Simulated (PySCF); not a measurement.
NaS⁺: energy against distance

Set-up: Na jorge-DZP-DKH, S jorge-DZP-DKH; spin-free X2C with a Gaussian nucleus (PySCF 2.14). Energies in eV from Na⁺ + S in their ground configurations at the same level. State: ³Σ⁻ (triplet), unpaired electrons π ↑↑.

All columns are r²SCAN0. A positive dipole points towards S; it is taken about the centre of mass and depends on that origin.

| R (Å) | E (eV) | μ (D) | Mulliken charge on Na (basis-dependent) | HOMO (eV) | LUMO (eV) | Mayer bond order | ⟨S²⟩ |
| --- | --- | --- | --- | --- | --- | --- | --- |
| 2.491 | -0.311 | -5.57 | 0.88 | -13.50 | -9.52 | 0.24 | 2.01 |
| 2.606 | -0.424 | -5.86 | 0.87 | -13.34 | -9.37 | 0.24 | 2.01 |
| 2.722 | -0.483 | -6.17 | 0.87 | -13.16 | -9.22 | 0.24 | 2.01 |
| 2.809 | -0.503 | -6.41 | 0.87 | -13.03 | -9.10 | 0.25 | 2.01 |
| 2.896 | -0.509 | -6.65 | 0.87 | -12.90 | -8.99 | 0.25 | 2.01 |
| 2.983 | -0.505 | -6.91 | 0.87 | -12.77 | -8.88 | 0.25 | 2.01 |
| 3.099 | -0.488 | -7.25 | 0.87 | -12.59 | -8.74 | 0.24 | 2.01 |
| 3.244 | -0.457 | -7.70 | 0.88 | -12.37 | -8.56 | 0.23 | 2.01 |
| 3.417 | -0.413 | -8.24 | 0.88 | -12.12 | -8.36 | 0.22 | 2.01 |
| 3.649 | -0.353 | -8.99 | 0.90 | -11.81 | -8.09 | 0.20 | 2.01 |

A fit through these points gives, at Re = 2.898 Å, μ = -6.66 D and dμ/dR = -2.88 D/Å; the reduced mass is 13.37 u.

**Question.** How strong is the fundamental in the double-harmonic approximation, I = 42.26·(dμ/dR)²/μred km/mol?

**Answer.** I = 42.26·(-2.88)²/13.37 = 26.2 km/mol at r²SCAN0.

For an ion De counts to the pair picked by the measured ionisation energies or electron affinities, which need not be the lowest pair at this level. The state was picked by a PBE0 search and need not be the measured ground state.
